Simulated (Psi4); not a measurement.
# C4N2 (SMILES N#CC#CC#N) at wB97X/cc-pVDZ

Aim: the vertical singlet–triplet gap of C4N2 at wB97X/cc-pVDZ, from 2 runs. 

The calculation is run with Psi4 1.11.

2 further runs of the same task are left out: 2 that didn't finish.

## Step 1: The system as given

C4N2: 6 atoms, total charge 0, spin state singlet. As SMILES, `N#CC#CC#N`. The coordinates come from a PBE0-D4/def2-TZVP relaxation.

Bond lengths: N1–C2 1.155 Å, C2–C3 1.363 Å, C3–C4 1.207 Å, C4–C5 1.363 Å, C5–N6 1.155 Å. Angles: N1–C2–C3 180.0°, C2–C3–C4 180.0°, C3–C4–C5 180.0°, C4–C5–N6 180.0°.

## Step 2: A single-point energy at wB97X/cc-pVDZ

Input file c4n2.xyz:

```xyz
6
C4N2
N      0.017130    -3.020460     0.788950
C      0.010700    -1.902840     0.497280
C      0.003160    -0.583760     0.152900
C     -0.003500     0.583960    -0.152150
C     -0.010740     1.902850    -0.497210
N     -0.016750     3.020250    -0.789760
```

Input file c4n2.py:

```python
import psi4

psi4.set_memory(2200000000)
psi4.set_num_threads(1)
psi4.core.set_output_file('output.dat', False)

with open('c4n2.xyz') as f:
    atoms = ''.join(f.readlines()[2:])
mol = psi4.geometry('0 1\n' + atoms + 'symmetry c1\nno_reorient\nno_com')

options = {'puream': True, 'e_convergence': 1e-09, 'd_convergence': 1e-08, 'scf_type': 'pk', 'dft_radial_points': 99, 'dft_spherical_points': 590}
psi4.set_options(options)

e, wfn = psi4.energy('wb97x/cc-pVDZ', return_wfn=True)
print(f'total energy {e:.8f} hartree = {e * 27.211386:.5f} eV')
```

Launch:

```sh
$ python c4n2.py
```

output.dat:

```text
[...]
  Running in c1 symmetry.
[...]
  Nuclear repulsion =  144.352590511131694
[...]
  Multiplicity = 1
[...]
  Nalpha       = 19
  Nbeta        = 19
[...]
    Number of basis functions: 84
[...]
   @RKS iter   1:  -261.63344334812592   -1.23643e+00   5.87292e-03 DIIS/ADIIS
[...]
   @RKS iter  11:  -261.74701780215628   -1.04592e-11   6.60245e-09 DIIS
[...]
    Orbital Energies [Eh]
    ---------------------
    Doubly Occupied:
       1A    -14.470015     2A    -14.470008     3A    -10.381920
       4A    -10.379661     5A    -10.370895     6A    -10.370831
       7A     -1.092957     8A     -1.089942     9A     -0.991899
      10A     -0.874112    11A     -0.779436    12A     -0.566663
      13A     -0.566663    14A     -0.526836    15A     -0.524984
      16A     -0.517370    17A     -0.517370    18A     -0.424042
      19A     -0.424042
[...]
  @RKS Final Energy:  -261.74701780215628
   => Energetics <=
    Nuclear Repulsion Energy =            144.3525905111316945
    One-Electron Energy =                -636.8530142288653906
    Two-Electron Energy =                 255.6536645617055399
    DFT Exchange-Correlation Energy =     -24.9002586461280657
    Empirical Dispersion Energy =           0.0000000000000000
    VV10 Nonlocal Energy =                  0.0000000000000000
    Total Energy =                       -261.7470178021562788
[...]
 Multipole Moments:
 ------------------------------------------------------------------------------------
     Multipole            Electronic (a.u.)      Nuclear  (a.u.)        Total (a.u.)
 ------------------------------------------------------------------------------------
 L = 1.  Multiply by 2.5417464519 to convert [e a0] to [Debye]
 Dipole X            :         -0.0009612            0.0007181           -0.0002431
 Dipole Y            :          0.0005252           -0.0003968            0.0001284
 Dipole Z            :          0.0019351           -0.0014173            0.0005178
 Magnitude           :                                                    0.0005863
[...]
```

The script printed:

```text
total energy -261.74701780 hartree = -7122.49914 eV
```

Wall time 34 s (1 thread of Intel Xeon at 2.50GHz (Skylake/Cascade Lake), shared host); peak memory 1 GiB.

## Step 3: The triplet: energy and forces at U-wB97X/cc-pVDZ

Input file job.inp:

```
memory 2.2 GB

molecule molecule1 {
  0 3
  N      0.017130    -3.020460     0.788950
  C      0.010700    -1.902840     0.497280
  C      0.003160    -0.583760     0.152900
  C     -0.003500     0.583960    -0.152150
  C     -0.010740     1.902850    -0.497210
  N     -0.016750     3.020250    -0.789760
  symmetry c1
  no_reorient
  no_com
}

set {
  basis                cc-pVDZ
  reference            uks
  puream               true
  e_convergence        1e-09
  d_convergence        1e-08
  scf_type             pk
  dft_radial_points    99
  dft_spherical_points 590
  maxiter              100
}

gradient('wb97x')
print_variables()
```

Launch:

```sh
$ psi4 job.inp job.out -n 1
```

job.out, shortened:

```text
[...]
  Running in c1 symmetry.
[...]
  Nuclear repulsion =  144.352590511131694
[...]
  Multiplicity = 3
[...]
  Nalpha       = 20
  Nbeta        = 18
[...]
    Number of basis functions: 84
[...]
   @UKS iter   1:  -261.48251360206456   -1.08550e+00   5.33212e-03 DIIS/ADIIS
[...]
   @UKS iter  22:  -261.60161728211250   -5.51381e-12   6.57777e-09 DIIS
[...]
   @S^2 Observed:                2.038208916E+00
[...]
  @UKS Final Energy:  -261.60161728211250
   => Energetics <=
    Nuclear Repulsion Energy =            144.3525905111316945
    One-Electron Energy =                -636.6154740773117737
    Two-Electron Energy =                 255.5816937699859466
    DFT Exchange-Correlation Energy =     -24.9204274859183492
    Empirical Dispersion Energy =           0.0000000000000000
    VV10 Nonlocal Energy =                  0.0000000000000000
    Total Energy =                       -261.6016172821124997
[...]
 Multipole Moments:
 ------------------------------------------------------------------------------------
     Multipole            Electronic (a.u.)      Nuclear  (a.u.)        Total (a.u.)
 ------------------------------------------------------------------------------------
 L = 1.  Multiply by 2.5417464519 to convert [e a0] to [Debye]
 Dipole X            :         -0.0009686            0.0007181           -0.0002505
 Dipole Y            :          0.0005359           -0.0003968            0.0001391
 Dipole Z            :          0.0018866           -0.0014173            0.0004693
 Magnitude           :                                                    0.0005499
[...]
  -Total Gradient:
     Atom            X                  Y                   Z
    ------   -----------------  -----------------  -----------------
       1       -0.000430078570     0.074913199349    -0.019557708872
       2        0.000635103255    -0.110490139475     0.028851752202
       3       -0.001178373209     0.207370137056    -0.054174398283
       4        0.001163214284    -0.207362397443     0.054176305858
       5       -0.000595952163     0.110463431728    -0.028890056590
       6        0.000406093794    -0.074894232537     0.019594090913
[...]
```

It took 1.8 min on 1 thread of Intel Xeon at 2.50GHz (Skylake/Cascade Lake), shared host; peak memory 1 GiB.

## Step 4: What came out

Level: wB97X/cc-pVDZ.

| quantity | value |
| --- | --- |
| singlet: total energy | -261.74702 Eh |
| singlet: dipole moment | 0.00 D |
| singlet: HOMO energy | -11.54 eV |
| singlet: LUMO energy | -0.92 eV |
| singlet: HOMO–LUMO gap | 10.62 eV |
| triplet: total energy | -261.60162 Eh |
| triplet: dipole moment | 0.00 D |
| triplet: HOMO energy (highest over α and β) | -7.63 eV |
| triplet: LUMO energy (lowest over α and β) | -4.73 eV |
| triplet: ⟨S²⟩ | 2.038 |
| triplet: largest force on an atom | 11.021 eV/Å |
| vertical energy of the triplet above the singlet | 3.957 eV |

**Reading.** At this shape the triplet lies 3.96 eV (382 kJ/mol) above the singlet.
